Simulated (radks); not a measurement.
**Valence configurations of F²⁺**

The task here is to estimate one member of a computed series from the others.

Method: non-relativistic Kohn-Sham, TPSS, spin-polarised, spherical densities, point nucleus; open shells are filled with parallel spins first. Code: radks (a radial shooting solver on a logarithmic mesh, Libxc functionals) version 1.

**The system**

- element: fluorine (Z = 9)
- charge: +2
- electrons: 7
- configuration: [He] 2s2 2p3
- others tried: 2s1 2p4; 2s0.5 2p4.5; 2p5; 2s1.5 2p3.5

The outer shells:

F²⁺
```
[He] core
2s [↑↓]
2p [↑ ][↑ ][↑ ]
```

The first run:

Input:

```text
Z 9
configuration [He] 2s2 2p3
relativity non-relativistic
functional tpss,tpss
spin polarised
nucleus point
```

Steps of the session up to this table: [He] 2s2 2p3.

One table of the session follows, with a row left open; its other results are not shown here.

It belongs to the step «[He] 2s2 2p3». From the orbitals of this run (lengths in bohr):

| level | <r> | outermost maximum (interpolated) | 90 % within |
| --- | --- | --- | --- |
| 1s up | 0.1764 | 0.115 | 0.316 |
| 1s down | ? | ? | ? |
| 2s up | 0.9067 | 0.729 | 1.42 |
| 2s down | 0.9384 | 0.750 | 1.48 |
| 2p up | 0.8804 | 0.644 | 1.47 |
| 2p down | 0.9408 | 0.677 | 1.59 |

Q: Estimate the row for 1s down from the others.

As computed: <r>: 0.1755; outermost maximum (interpolated): 0.115; 90 % within: 0.314. In the column «<r>» it is the lowest.
